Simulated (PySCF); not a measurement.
Compound: C₄H₇ClO.
Geometry (PBE0-D3(BJ)/def2-SVP, Å), atoms numbered from 1 in this order:
```xyz
13
C4H7ClO angstrom
C     -1.6455   -0.0506    0.5069
O     -0.3672   -0.6085    0.3922
C      0.6869    0.2075    0.1804
C      1.9538   -0.5675    0.0807
C      0.5732    1.5453    0.0762
Cl     1.9253    2.5899   -0.1949
H     -2.3415   -0.8830    0.6704
H     -1.7100    0.6466    1.3615
H     -1.9377    0.4887   -0.4120
H      2.1070   -1.1478    1.0037
H      2.8124    0.0927   -0.0818
H      1.8842   -1.2877   -0.7494
H     -0.3736    2.0768    0.1541
```

Computed with core-valence-separated Tamm–Dancoff BHandHLYP/aug-pcX-1 (pcseg-1 on H, def2-SVPD on Cl) in PySCF, non-relativistic, gas phase, PBE0-D3(BJ)/def2-SVP geometry. BHandHLYP without relativity tends to put these K edges a few eV too low, so spacings mean more than positions.

The lowest roots of each edge with f over 0.003 (five at most, numbered afresh; weaker and dark ones are left out), with transition dipoles (au) in the frame of the coordinates:

| root | edge | E (eV) | μx | μy | μz |
| --- | --- | --- | --- | --- | --- |
| 1 | C | 284.54 | 0.0108 | 0.0073 | 0.0833 |
| 2 | C | 284.64 | -0.0138 | -0.0092 | -0.1045 |
| 3 | C | 285.16 | -0.0743 | -0.0483 | 0.0139 |
| 4 | C | 285.76 | -0.0063 | 0.0192 | 0.0273 |
| 5 | C | 285.76 | 0.0166 | -0.0217 | 0.0199 |
| 6 | O | 533.90 | 0.0043 | 0.0031 | 0.0333 |
| 7 | O | 534.31 | -0.0196 | 0.0303 | -0.0003 |
| 8 | O | 534.75 | -0.0162 | 0.0088 | 0.0013 |
| 9 | O | 535.41 | -0.0276 | -0.0267 | 0.0060 |
| 10 | O | 536.05 | 0.0357 | 0.0048 | -0.0050 |

Question: What are the oscillator strengths?

Answer: f = (2/3) ΔE |μ|², with ΔE in hartree (27.2114 eV):

```tsv
root	ΔE (Eh)	|μ|² (au)	f	core hole on
1	10.4565	0.007109	0.050	C5
2	10.4605	0.011195	0.078	C3
3	10.4794	0.008047	0.056	C5
4	10.5014	0.001154	0.008	C4
5	10.5016	0.001142	0.008	C4
6	19.6206	0.001137	0.015	O2
7	19.6356	0.001302	0.017	O2
8	19.6516	0.000342	0.004	O2
9	19.6759	0.001511	0.020	O2
10	19.6995	0.001323	0.017	O2
```

Question: Molecules are fixed in this frame and the field points along (0, 1, 1)/√2. What effective strengths 3 f cos²θ do the roots have (θ between field and μ)?

Answer: root 1 (C5): 0.086, root 2 (C3): 0.135, root 3 (C5): 0.012, root 4 (C4): 0.023, root 5 (C4): 0.000, root 6 (O2): 0.026, root 7 (O2): 0.018, root 8 (O2): 0.002, root 9 (O2): 0.008, root 10 (O2): 0.000. Root 2 is the strongest. Averaged over all orientations cos²θ is 1/3, which gives f back.

Cost: about 40 s of CPU time on one thread; the machine was shared, so the figure is rough.

One conformer stands for the species.
